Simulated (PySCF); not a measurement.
From a log to its input

A PySCF 2.14 run on the atoms Al 0 0 0; P 0 0 2.034 (angstrom) printed this (some set-up lines and the per-cycle HOMO/LUMO lines with their warnings removed):

```
PySCF version 2.14.0


nuclear repulsion = 50.732328480531
number of shells = 16
number of NR pGTOs = 72
number of NR cGTOs = 36
basis = def2-svp
ecp = {}

******** <class 'pyscf.scf.uhf.UHF'> ********
method = UHF
initial guess = minao
damping factor = 0
level_shift factor = 0
DIIS = <class 'pyscf.scf.diis.CDIIS'>
SCF conv_tol = 1e-09
SCF max_cycles = 50
number electrons alpha = 15  beta = 13
init E= -582.409222330184

cycle= 1 E= -582.370819897577  delta_E= 0.0384  |g|= 0.136  |ddm|=  1.2
cycle= 2 E= -582.390744455408  delta_E= -0.0199  |g|= 0.0627  |ddm|= 0.412
cycle= 3 E= -582.395043301195  delta_E= -0.0043  |g|= 0.0224  |ddm|= 0.153
cycle= 4 E= -582.396204980484  delta_E= -0.00116  |g|= 0.00874  |ddm|= 0.0948
cycle= 5 E= -582.396499691369  delta_E= -0.000295  |g|= 0.00482  |ddm|= 0.0443
cycle= 6 E= -582.396627275005  delta_E= -0.000128  |g|= 0.00307  |ddm|= 0.0276
cycle= 7 E= -582.396708425355  delta_E= -8.12e-05  |g|= 0.00163  |ddm|= 0.0273
cycle= 8 E= -582.396735692715  delta_E= -2.73e-05  |g|= 0.000661  |ddm|= 0.0201
cycle= 9 E= -582.396739532988  delta_E= -3.84e-06  |g|= 0.000254  |ddm|= 0.00748
cycle= 10 E= -582.396739971524  delta_E= -4.39e-07  |g|= 5.87e-05  |ddm|= 0.00258
cycle= 11 E= -582.396739987024  delta_E= -1.55e-08  |g|= 2.06e-05  |ddm|= 0.000355
cycle= 12 E= -582.396739989442  delta_E= -2.42e-09  |g|= 1.52e-05  |ddm|= 0.000115
cycle= 13 E= -582.396739991177  delta_E= -1.74e-09  |g|= 1.21e-05  |ddm|= 8.6e-05
cycle= 14 E= -582.396739993059  delta_E= -1.88e-09  |g|= 8.24e-06  |ddm|= 0.000129
cycle= 15 E= -582.396739994056  delta_E= -9.97e-10  |g|= 2.66e-06  |ddm|= 0.000145
Extra cycle  E= -582.396739994075  delta_E= -1.97e-11  |g|= 1.94e-06  |ddm|= 7.43e-06
converged SCF energy = -582.396739994075  <S^2> = 2.0311514  2S+1 = 3.0206962

******** <class 'pyscf.mp.ump2.UMP2'> ********
nocc = (np.int64(15), np.int64(13)), nmo = (36, 36)
E(UMP2) = -582.542963377987  E_corr = -0.146223383911285
E(SCS-UMP2) = -582.540764070392  E_corr = -0.144024076316944
E_corr(same-spin) = -0.0362815204345359
E_corr(oppo-spin) = -0.109941863476749
Dipole moment(X, Y, Z, Debye): -0.00000, -0.00000, -2.80921
orbital energies (hartree): [array([-0.3645, -0.3325, -0.3163,  0.0388,  0.0556,  0.1354]), array([-0.6804, -0.3586, -0.2878, -0.0118, -0.0039,  0.0789])]
```

Q: Write the input that gave this log.

A: The input was:

```python
from pyscf import gto, scf, mp

mol = gto.M(
    atom='Al 0 0 0; P 0 0 2.034',
    basis='def2-svp',
    charge=0,
    spin=2,
    verbose=4,
)
mf = scf.UHF(mol)
mf.kernel()
mp.MP2(mf).kernel()
mf.dip_moment()
print('orbital energies (hartree):', [e[max(0, n-3):n+3].round(4) for e, n in zip(mf.mo_energy, mol.nelec)])
```

The bond length is a typed value, not an optimised one. No search for the lowest solution was made.
